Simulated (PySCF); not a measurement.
**Functional benchmark on one molecule**

Molecule: `C=CP(C)C`, C4H9P.

Geometry:
```csv
atom,x (Å),y (Å),z (Å)
C1,2.117,-0.564,-0.076
C2,0.994,-0.934,0.549
P3,-0.438,0.106,0.971
C4,-0.210,1.537,-0.170
C5,-1.761,-0.828,0.072
H6,2.949,-1.262,-0.207
H7,2.261,0.444,-0.474
H8,0.924,-1.959,0.938
H9,0.620,2.168,0.183
H10,-1.123,2.151,-0.148
H11,-0.010,1.225,-1.208
H12,-1.530,-0.967,-0.996
H13,-1.890,-1.816,0.539
H14,-2.714,-0.287,0.170
```

Geometry PBE0-D3(BJ)/def2-SVP throughout; GIAO in PySCF, gas phase, one conformer, non-relativistic; equivalent atoms averaged; basis pcSseg-1.

Reference values (measured; solution, not stated per compound (mostly CDCl3 or CCl4); Pretsch, Buehlmann, Badertscher, Structure Determination of Organic Compounds, 4th ed. (2009)): δ(H8) = 6.23 ppm, δ(H6) = 5.51 ppm, δ(H7) = 5.39 ppm. Computed shifts are taken against TMS, calculated as an isolated molecule at each level.

Q: How do the functionals WP04, B97-2, BHandHLYP, CAM-B3LYP, wB97X-D, LC-wPBE perform against the reference? Times are CPU seconds on 1 thread of an Arm Neoverse V1, shared host.

A: 
```
functional                    kind    H8    H6    H7  mean abs. error H  core-s
      WP04           global hybrid  6.06  5.45  5.11               0.17     9.3
     B97-2           global hybrid  6.40  5.74  5.34               0.15     8.8
 BHandHLYP           global hybrid  6.35  5.71  5.35               0.12     8.9
 CAM-B3LYP  range-separated hybrid  6.41  5.72  5.38               0.13      13
   wB97X-D  range-separated hybrid  6.41  5.78  5.44               0.17      12
   LC-wPBE  range-separated hybrid  6.46  5.89  5.57               0.26      19
```

For ¹H the closest is BHandHLYP (0.12 ppm, with CAM-B3LYP practically level) and the furthest LC-wPBE (0.26 ppm). One molecule is a small sample, and vibrational and solvent effects are absent from the calculation.
